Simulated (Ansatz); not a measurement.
Cartesian coordinates (Å):
```xyz
5

C      0.8651     0.0614     0.0156
C     -0.4094    -0.2237     0.0924
H      1.5045     0.8574    -0.3576
H     -0.7763    -1.1504     0.5474
H     -1.1840     0.4553    -0.2979
```
Charge 0, spin multiplicity 2.

All values below come from Ansatz (an electronic-structure program) with frozen-core CCSD(T)/cc-pVTZ // PBE-D3(BJ)/def2-TZVP.

```json
{
  "HF energy": "-77.41929 Ha",
  "MP2 correlation energy": "-0.28496 Ha"
}
```

Question: Estimate the CCSD correlation energy, the (T) correction, the total energy and the T1 diagnostic.

Answer: 
```
Quantity                        Value
-----------------------  ------------
CCSD correlation energy   -0.31892 Ha
(T) correction            -0.01373 Ha
CCSD(T) total energy     -77.75194 Ha
T1 diagnostic                   0.043
```
